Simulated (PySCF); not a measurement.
C₂H₃O, SMILES [CH2]C=O, doublet (PBE0/def2-SVP optimised geometry):

```
6

C      0.765    -0.012     0.000
C     -0.663    -0.012     0.000
O     -1.335     1.013     0.000
H      1.294     0.945     0.000
H      1.335    -0.945     0.000
H     -1.158    -1.013     0.000
```

Computed with unrestricted PBE0/def2-TZVP (PySCF).

Problem. What are the frontier orbital energies (α orbitals alone; a β orbital can be the lowest empty one) and the dipole moment?

Solution. HOMO-2 -11.74 eV, HOMO-1 -7.92 eV, HOMO -7.86 eV, LUMO 0.04 eV, LUMO+1 1.83 eV; dipole moment 2.92 D.

On the same geometry unrestricted PBE/def2-TZVP in PySCF gives HOMO-2 -10.05 eV, HOMO-1 -6.56 eV, HOMO -6.15 eV, LUMO -1.11 eV, LUMO+1 0.99 eV; dipole moment 2.79 D.

Meta-Löwdin charges at PBE0/def2-TZVP: C1 -0.20, C2 0.22, O3 -0.38, H4 0.14, H5 0.14, H6 0.08.
